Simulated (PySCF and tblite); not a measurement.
Values are calculated unless marked as measured or tabulated.
**Conformer ensemble of C6H12, numbered as in [CH2:1]=[CH:2][CH2:3][CH2:4][CH2:5][CH3:6]**

Level: PBE0-D3(BJ)/def2-TZVP//PBE0-D3(BJ)/def2-SVP, thermal terms from GFN2-xTB, symmetry numbers and mirror pairs counted. Conformers within 4 kcal/mol (GFN2-xTB free energy) were kept, 7 at most. GIAO shieldings: PBE0/pcSseg-1. Couplings: B3LYP/pcSseg-1 with pcJ-1 on H (gas phase; spin-dipole term only for pairs with B, N, F, Si or P). Shifts are against TMS (¹H), TMS (¹³C) at the same level; of two unlike H on one atom, a is the less shielded. Programs: PySCF with density fitting and tblite.

Torsions listed: C1–C2–C3–C4, C2–C3–C4–C5, C3–C4–C5–C6. Of a mirror pair one member is shown.

```json
{"conformer": "1", "shape": "119°, 179°, 180°", "symmetry": "C1 (pair)", "E(GFN2) kcal/mol": "0.13", "E(DFT) kcal/mol": "0.00", "G(298.15 K) kcal/mol": "0.00", "weight %": "33.1", "dipole D": "0.47"}
{"conformer": "2", "shape": "-120°, 65°, 180°", "symmetry": "C1 (pair)", "E(GFN2) kcal/mol": "0.00", "E(DFT) kcal/mol": "0.01", "G(298.15 K) kcal/mol": "0.15", "weight %": "25.9", "dipole D": "0.34"}
{"conformer": "3", "shape": "121°, -60°, -62°", "symmetry": "C1 (pair)", "E(GFN2) kcal/mol": "0.41", "E(DFT) kcal/mol": "0.29", "G(298.15 K) kcal/mol": "0.62", "weight %": "11.7", "dipole D": "0.41"}
{"conformer": "4", "shape": "-118°, -176°, -64°", "symmetry": "C1 (pair)", "E(GFN2) kcal/mol": "0.66", "E(DFT) kcal/mol": "0.58", "G(298.15 K) kcal/mol": "0.72", "weight %": "9.8", "dipole D": "0.51"}
{"conformer": "5", "shape": "-114°, -64°, -177°", "symmetry": "C1 (pair)", "E(GFN2) kcal/mol": "0.72", "E(DFT) kcal/mol": "0.64", "G(298.15 K) kcal/mol": "0.75", "weight %": "9.3", "dipole D": "0.41"}
{"conformer": "6", "shape": "119°, -178°, -65°", "symmetry": "C1 (pair)", "E(GFN2) kcal/mol": "0.65", "E(DFT) kcal/mol": "0.60", "G(298.15 K) kcal/mol": "0.75", "weight %": "9.3", "dipole D": "0.52"}
{"conformer": "7", "shape": "131°, -71°, 75°", "symmetry": "C1 (pair)", "E(GFN2) kcal/mol": "1.12", "E(DFT) kcal/mol": "1.77", "G(298.15 K) kcal/mol": "2.14", "weight %": "0.9", "dipole D": "0.46"}
```

Weights (%) against temperature:

```json
{"T (K)": "250", "1": "35.6", "2": "27.7", "3": "11.2", "4": "8.6", "5": "8.1", "6": "8.2", "7": "0.5", "S(mix) cal/mol/K": "4.59"}
{"T (K)": "273.15", "1": "34.3", "2": "26.7", "3": "11.5", "4": "9.2", "5": "8.8", "6": "8.8", "7": "0.7", "S(mix) cal/mol/K": "4.66"}
{"T (K)": "298.15", "1": "33.1", "2": "25.9", "3": "11.7", "4": "9.8", "5": "9.3", "6": "9.3", "7": "0.9", "S(mix) cal/mol/K": "4.71"}
{"T (K)": "323.15", "1": "32.1", "2": "25.1", "3": "11.8", "4": "10.2", "5": "9.9", "6": "9.8", "7": "1.1", "S(mix) cal/mol/K": "4.76"}
{"T (K)": "373.15", "1": "30.4", "2": "23.9", "3": "12.0", "4": "11.0", "5": "10.7", "6": "10.5", "7": "1.6", "S(mix) cal/mol/K": "4.84"}
```

Averaged shifts at 298.15 K. ¹H: 5.99 (H2, 1H), 5.34 (H1a, 1H), 5.25 (H1b, 1H), 2.01 (H3, 2H), 1.22 (H5, 2H), 1.19 (H4, 2H), 0.96 (H6, 3H) ppm. ¹³C: 148.8 (C2), 122.7 (C1), 38.2 (C3), 34.4 (C4), 25.1 (C5), 15.7 (C6) ppm.

Coordinates of conformer 1 (Å):

```xyz
18

C    -2.711   -0.646   -1.688
C    -1.379   -0.632   -1.627
C    -0.552    0.415   -0.952
C     0.300   -0.137    0.189
C     1.165    0.917    0.865
C     2.014    0.363    1.999
H    -3.253   -1.450   -2.192
H    -3.310    0.152   -1.236
H    -0.821   -1.456   -2.092
H     0.117    0.886   -1.696
H    -1.208    1.218   -0.573
H    -0.361   -0.610    0.937
H     0.945   -0.949   -0.195
H     1.817    1.390    0.109
H     0.517    1.725    1.247
H     1.385   -0.090    2.783
H     2.701   -0.419    1.638
H     2.623    1.148    2.473
```

Shifts are unscaled: against experiment ¹³C can be off by 15 ppm or more and ¹H by 0.8 ppm. For its torsions the set is small; conformers may be missing.

Search and properties took 5.1 min on 1 thread of Arm Neoverse V2, on a host shared with other jobs (rough), launched as `OMP_NUM_THREADS=1 python ens_run.py task.json out`.
